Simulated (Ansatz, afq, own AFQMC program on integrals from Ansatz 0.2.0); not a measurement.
# BSiH$_{6}$, doublet: AFQMC among the cluster methods

```xyz
8

B    -2.1227    0.0000    0.0000
H    -2.7195    1.0336    0.0000
H    -2.7195   -1.0336    0.0000
H    -0.9293    0.0000    0.0000
Si    0.9003    0.0000    0.0000
H     1.3502   -1.4163    0.0000
H     1.3502    0.7081   -1.2265
H     1.3502    0.7081    1.2265
```

Basis cc-pVDZ. Noble-gas cores (and the filled d shells of Ga–Kr and In–Xe) are frozen. Integrals, coupled cluster, full CI and functionals: Ansatz 0.2.0; the random walks run on the same integrals in our own AFQMC program. The CISD trial takes its coefficients from CCSD amplitudes. Released means that phaseless walkers are propagated on without the constraint, phases kept. ± is one standard error of the sampling.

Determinant: UHF, the one that the program's search chose, which needn't be the lowest solution. The geometry is a point of a scan.

No full CI on the walks' own integrals is used here; CCSDT(Q) serves as the reference and is uncertain by about the last step of the cluster series.

* T1 diagnostic: 0.0111
* weight of the determinant in the CISD state: 0.875
* ⟨S²⟩ of the determinant: 0.761
* size of the correlated space: 13 electrons in 56 orbitals

Reference: CCSDT(Q), correlation energy -6.917 eV. The released energy is read at 2.40 1/Eh (meV from the phaseless value at times in 1/Eh: -2.6 ± 2.4 at 0.24, -5.3 ± 1.8 at 0.51, -8.3 ± 1.9 at 0.99, -10 ± 3 at 1.62, -9 ± 3 at 2.40).

```tsv
level	E − E(reference) (kcal/mol)	share of correlation (%)
HF	159.52	0.00
MP2	35.58	77.70
CCSD	3.79	97.62
CCSD(T)	0.79	99.51
CCSDT	0.09	99.94
ph-AFQMC/CISD	0.11 ± 0.05	99.93
released AFQMC	-0.09 ± 0.06	100.06
```

A walk keeps the symmetry of its determinant, which the program's search chose and which needn't be the lowest solution, so a lower state of the same spin and another symmetry isn't excluded. Released energies are given only where the last usable release times agree within the noise; a slower fall can still hide under it.
